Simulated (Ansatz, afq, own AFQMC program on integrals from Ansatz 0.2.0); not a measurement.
Two steps: Ansatz 0.2.0 writes the Fock matrix and Cholesky factors of the valence space, and afq projects on them the lowest state that overlaps trial and start.

```yaml
crystal:
  periodic: [false, false, false]
  atoms:
    - {symbol: H, position_ang: [0.000000, 0.000000, -1.124000]}
    - {symbol: H, position_ang: [0.000000, 0.000000, 0.112000]}
    - {symbol: F, position_ang: [0.000000, 0.000000, 1.012000]}
basis:
  gaussian: {orbitals: cc-pVTZ}
magnetization: {spin_polarized: true, initial_magnetization: 1}
correlation: {method: ccsd_t, electrons: outside_noble_gas, hamiltonian_folder: ham}
```

```sh
$ ansatz run in.yaml --threads 1 --pin off --events-out ev --progress --plain --max-ram 24576MiB --backend cuda --devices 0, --max-vram 18GiB
```

afq runs on the folder ham with

```
--method phaseless --trial hf --walkers 4000 --populations 20 --least-time 40 --time-step 0.005 --steps-per-block 20 --equilibration-blocks 112 --max-blocks 4000 --target-error 0.0009000 --factor-cut 1e-05 --start spin_pure --seed 8605 --taylor-order 6
```

Times are imaginary, in 1/Eh. The walk had a cap of 77 s. With eight or more populations the least sampling time is a fifth of least-time, and the error comes from their spread.

```
orbitals 57  electrons 5 4  factors 344 of 344
reference energy -100.54312858 Eh
CCSD correlation -0.27802339 Eh in 9 cycles, weight of the determinant in the CISD state 0.9498
energy of the start -100.543206 Eh
 block  time / (1/Eh)  mean weight  energy / Eh
     1     0.100  1.0029  -100.683806
     2     0.200  1.0033  -100.744569
     3     0.300  1.0025  -100.773828
     4     0.400  1.0019  -100.792212
     5     0.500  1.0017  -100.803743
     8     0.800  1.0003  -100.813619
    11     1.100  1.0005  -100.824400
    26     2.600  1.0004  -100.833914
    41     4.100  1.0006  -100.831891
    51     5.100  1.0002  -100.818415
    56     5.600  1.0005  -100.837527
    71     7.100  0.9994  -100.831641
    86     8.600  0.9995  -100.829027
   101    10.100  1.0006  -100.825981
   116    11.600  0.9997  -100.828712
   131    13.100  1.0002  -100.826363
   146    14.600  1.0001  -100.822179
   161    16.100  0.9999  -100.822827
   176    17.600  0.9999  -100.826734
   191    19.100  0.9999  -100.824791
   206    20.600  0.9996  -100.838757
   211    21.100  0.9998  -100.826051
error from the spread of 20 populations
energy -100.828934 +/- 0.000898 Eh
(rows thinned)
```

Task: Estimate how long the walk took on 1 × NVIDIA H100 80GB HBM3 with 2 threads of AMD EPYC 7R13 Processor (Zen 3), on a shared host (the card was shared).

Result: 55 s of wall time.

The run passed its tests (sampling time, drift between the halves within three errors, error under three times the target), which doesn't prove that it has relaxed.

Against this walk (error 24.4 meV) on the same determinant: CCSD(T) 29.9 meV higher (within the noise), CCSDT(Q) 21.6 meV higher (within the noise), a separate phaseless walk with a CISD trial and standard settings 25.0 ± 24.6 meV higher (within the noise). The error is statistical and leaves out the bias of the constraint.

Cautions: constraint bias not in the error.

CCSDT and higher add their correlation energy to the determinant of the CCSD(T) run, since their own runs factorise the integrals more tightly (a shift of under 2 meV). A walk keeps the symmetry of its determinant, which the program's search chose and which needn't be the lowest solution, so a lower state of the same spin and another symmetry isn't excluded.
